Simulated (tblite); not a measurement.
Compound: C4H10NS (doublet state).
Z-matrix (Å and degrees, GFN2-xTB geometry), rows numbered from 1:
```
C 
C   1  1.5203
N   2  1.4489  1  110.14
C   3  1.4230  2  116.85  1  -177.05
C   4  1.5204  3  111.18  2  -166.16
S   4  1.8465  3  110.57  2    72.51
H   1  1.0870  2  110.12  3   -56.56
H   1  1.0882  2  110.49  3    63.43
H   1  1.0865  2  110.14  3  -176.71
H   2  1.0950  1  110.21  3   118.14
H   2  1.1016  1  109.76  3  -123.36
H   3  1.0152  2  111.19  1   -47.62
H   4  1.0936  3  109.01  2   -43.74
H   5  1.0865  4  110.17  3  -179.45
H   5  1.0876  4  109.50  3    60.28
H   5  1.0878  4  110.14  3   -59.54
```

Method: GFN2-xTB as coded in tblite; computed harmonic values from a numerical Hessian at the method's own geometry, unscaled. The method is semi-empirical: single wavenumbers can be off by several per cent or more. One conformer, not necessarily the lowest. Open shells enter through the occupations alone, without spin polarisation, and single modes of such species can be off by tens of per cent.

Harmonic wavenumbers (cm⁻¹): 59.1, 106.2, 177.4, 203.4, 227.8, 253.3, 312.9, 426.3, 447.2, 615.6, 725.4, 836.0, 910.0, 976.1, 1024.4, 1061.2, 1100.8, 1115.6, 1145.4, 1170.8, 1205.6, 1244.2, 1268.8, 1334.3, 1390.8, 1398.1, 1409.8, 1477.0, 1481.8, 1484.9, 1491.3, 1497.5, 2848.3, 2935.0, 2947.3, 3029.8, 3030.9, 3035.8, 3046.2, 3050.4, 3050.9, 3367.4.

A = 4554, B = 1618, C = 1287 MHz; mass 104.053 u (most abundant isotopes); point group C1, symmetry number 1; spin multiplicity 2.

Zero-point energy?

Half the sum of the wavenumbers: 29961 cm⁻¹ = 85.66 kcal/mol.

Give the ideal-gas entropy at 273.15 K and 1 bar in the rigid-rotor, harmonic-oscillator model (classical rotation).

Translation 39.43, rotation 27.66, vibration 18.81, spin (R ln 2) 1.38: S = 87.3 cal/(mol K).

And Cp and H(273.15 K) − H(0)?

Cp = 28.05 cal/(mol K), of which vibrations give 20.11 (their classical limit is 42 R = 83.5); H(273.15 K) − H(0) = 4.98 kcal/mol without the zero-point energy, 2.81 from vibrations.

How do the functions run with temperature in this model?

```tsv
T (K)	S (cal/(mol K))	Cp (cal/(mol K))	H − H(0) (kcal/mol)	G − H(0) (kcal/mol)	ln q(vib)
100	66.0	16.0	1.14	-5.45	1.02
200	79.4	23.1	3.11	-12.76	2.90
300	90.0	30.0	5.76	-21.24	4.80
500	108.8	44.4	13.24	-41.15	8.55
800	133.2	59.6	29.02	-77.56	14.04
1000	147.3	66.4	41.65	-105.64	17.52
```

q(vib) and H(0) count from the zero-point level.

What must be added to the electronic energy to get the Gibbs energy at 273.15 K and 1 bar?

ZPE + [H(273.15 K) − H(0)] − T·S = 85.66 + 4.98 − 23.84 = 66.80 kcal/mol.

Which modes carry the vibrational entropy at 273.15 K?

59.1 cm⁻¹: 4.31; 106.2 cm⁻¹: 3.17; 177.4 cm⁻¹: 2.19; 203.4 cm⁻¹: 1.94; 227.8 cm⁻¹: 1.74; 253.3 cm⁻¹: 1.56 cal/(mol K); the other 36 give 3.90 together.

Hindered rotation and anharmonicity are outside this model. Other conformers, if any are populated, would add a mixing term that is left out. The structure is chiral; the term R ln 2 for an equal mix with its mirror image is left out.
